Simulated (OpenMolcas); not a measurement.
**Exact exchange and the electronic atomisation energy of CH5AlO**

The species is CH5AlO (8 atoms), meant as a singlet with charge 0. SMILES: `[CH3][AlH][OH]`. The shape is that of a PBE0-D4/def2-TZVP optimisation. This is one conformer, not always the lowest.

The electronic atomisation energy y, in eV, basis aug-cc-pVDZ; a is the functional's share of exact exchange. Programs: OpenMolcas 26.06.

| functional | program | a | y (eV) |
| --- | --- | --- | --- |
| PBE | OpenMolcas | 0 | 28.45 |
| r2SCAN | OpenMolcas | 0 | 28.50 |
| B3LYP | OpenMolcas | 0.2 | 28.18 |
| PBE0 | OpenMolcas | 0.25 | ? |
| BHLYP | OpenMolcas | 0.5 | 27.52 |

Task: Fit y = c + s·a to the known rows and predict PBE0.

Result: 
1. Means of the 4 rows: a = 0.1750, y = 28.163.
2. Σ(Δa)² = 0.1675, Σ(Δa·Δy) = -0.31775, so the slope is -0.31775/0.1675 = -1.897.
3. Intercept: 28.163 − (-1.897) × 0.1750 = 28.495. The largest residual of the fit is 0.064.
4. PBE0: 28.495 + (-1.897) × 0.25 = 28.02 eV.

The run gave 28.08 eV, so the prediction is off by -0.06 eV, within the largest residual.
